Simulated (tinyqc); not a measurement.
Inside a calculation. Method: extended Hueckel theory, for BH3. One step of it, computed by the program tinyqc.

Task: Mulliken analysis. P = C n C^T; charge = valence electrons (H 1, B 3) minus the sum of (P S)_ii on the atom; overlap population = 2 sum P_ij S_ij between two atoms.

coefficients:
```
              MO1        MO2        MO3        MO4        MO5        MO6        MO7
1B 2s    0.522918   0.000000  -0.000046   0.013019   0.000000  -0.001498   1.575565
1B 2px  -0.000003   0.000000   0.396128   0.000000   0.000000   1.346697   0.001815
1B 2py   0.000000   0.396060   0.000000   0.000000   1.346726   0.000000   0.000000
1B 2pz   0.000194   0.000000  -0.000001   0.999884   0.000000   0.000024  -0.024917
2H 1s    0.279512   0.000000   0.587475  -0.003438   0.000000  -1.057478  -0.828091
3H 1s    0.279435   0.508824  -0.293814  -0.003440  -0.916424   0.529950  -0.825913
4H 1s    0.279435  -0.508824  -0.293814  -0.003440   0.916424   0.529950  -0.825913
```

occupations: 2.000000  2.000000  2.000000  0.000000  0.000000  0.000000  0.000000

overlap S:
```
           1B 2s     1B 2px     1B 2py     1B 2pz      2H 1s      3H 1s      4H 1s
1B 2s   1.000000   0.000000   0.000000   0.000000   0.506294   0.506157   0.506157
1B 2px  0.000000   1.000000   0.000000   0.000000   0.542657  -0.271220  -0.271220
1B 2py  0.000000   0.000000   1.000000   0.000000   0.000000   0.469926  -0.469926
1B 2pz  0.000000   0.000000   0.000000   1.000000  -0.007537  -0.007534  -0.007534
2H 1s   0.506294   0.542657   0.000000  -0.007537   1.000000   0.103360   0.103360
3H 1s   0.506157  -0.271220   0.469926  -0.007534   0.103360   1.000000   0.103270
4H 1s   0.506157  -0.271220  -0.469926  -0.007534   0.103360   0.103270   1.000000
```

Give: charges; Overlap populations.

Result:

charges: 1B 0.624, 2H -0.208, 3H -0.208, 4H -0.208

Overlap populations:

| pair | value |
|---|---|
| 2-1 | 0.801084 |
| 3-1 | 0.800942 |
| 3-2 | -0.039071 |
| 4-1 | 0.800942 |
| 4-2 | -0.039071 |
| 4-3 | -0.039032 |
